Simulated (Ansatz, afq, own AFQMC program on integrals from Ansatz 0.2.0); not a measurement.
AFQMC on a folder of integrals that Ansatz 0.2.0 wrote.

```yaml
crystal:
  periodic: [false, false, false]
  atoms:
    - {symbol: Al, position_ang: [0.000000, 0.000000, 0.050833]}
    - {symbol: N, position_ang: [0.000000, 0.000000, -1.681761]}
    - {symbol: H, position_ang: [0.000000, 0.000000, 1.630928]}
basis:
  gaussian: {orbitals: 6-31G}
magnetization: {spin_polarized: true, initial_magnetization: 1}
correlation: {method: ccsd_t, electrons: outside_noble_gas, hamiltonian_folder: ham}
```

```sh
$ ansatz run in.yaml --threads 1 --pin off --events-out ev --progress --plain --max-ram 24576MiB --backend cuda --devices 0, --max-vram 18GiB
```

afq runs on the folder ham with

```
--method phaseless --trial hf --walkers 4000 --populations 20 --least-time 40 --time-step 0.005 --steps-per-block 20 --equilibration-blocks 112 --max-blocks 4000 --target-error 0.0009000 --factor-cut 1e-05 --start spin_pure --seed 1962 --taylor-order 6
```

Times are imaginary, in 1/Eh. The walk had a cap of 49 s. With eight or more populations the least sampling time is a fifth of least-time, and the error comes from their spread.

Output of the walk:

```
orbitals 18  electrons 5 4  factors 104 of 302
reference energy -296.76901200 Eh
CCSD correlation -0.14239502 Eh in 16 cycles, weight of the determinant in the CISD state 0.7222
energy of the start -296.781425 Eh
 block  time / (1/Eh)  mean weight  energy / Eh
     1     0.100  1.0005  -296.805124
     2     0.200  1.0007  -296.823048
     3     0.300  1.0006  -296.838386
     4     0.400  1.0009  -296.848368
     5     0.500  1.0006  -296.859947
    10     1.000  1.0004  -296.890117
    31     3.100  1.0001  -296.909976
    37     3.700  1.0000  -296.912618
    67     6.700  0.9999  -296.913842
    97     9.700  0.9999  -296.918445
   127    12.700  1.0001  -296.923716
   157    15.700  1.0003  -296.915702
   187    18.700  1.0002  -296.918128
   199    19.900  1.0000  -296.923979
   217    21.700  1.0000  -296.914619
   247    24.700  1.0000  -296.914098
   259    25.900  1.0000  -296.919190
error from the spread of 20 populations
energy -296.918548 +/- 0.000885 Eh
(rows thinned)
```

The run passed its tests (sampling time, drift between the halves within three errors, error under three times the target), which doesn't prove that it has relaxed.

Against this walk (error 24.1 meV) on the same determinant: CCSD(T) 59.0 meV higher, CCSDT(Q) 56.9 meV lower, CCSDTQ 39.6 meV lower (within the noise), full CI 39.1 meV lower (within the noise), a separate phaseless walk with a CISD trial and standard settings 5.6 ± 24.5 meV lower (within the noise). The error is statistical and leaves out the bias of the constraint. The determinant has ⟨S²⟩ = 1.34, so the low cluster orders mix in higher spin, while the walk starts as a pure doublet. The determinant is a poor start (see the cautions), so the low cluster orders aren't to be relied on, and full CI is the sure value.

Cautions: constraint bias not in the error; strong correlation (T1 0.102, weight of the determinant 0.72, largest double 0.15); unrestricted determinant spin contaminated (⟨S²⟩ 1.34 against 0.75).

The walk took 18 s on 1 × NVIDIA H100 80GB HBM3 with 2 threads of AMD EPYC 7R13 Processor (Zen 3), with other jobs on the host (the card was shared). The log's last line is the phaseless energy.

CCSDT and higher add their correlation energy to the determinant of the CCSD(T) run, since their own runs factorise the integrals more tightly (a shift of under 2 meV). A walk keeps the symmetry of its determinant, which the program's search chose and which needn't be the lowest solution, so a lower state of the same spin and another symmetry isn't excluded.
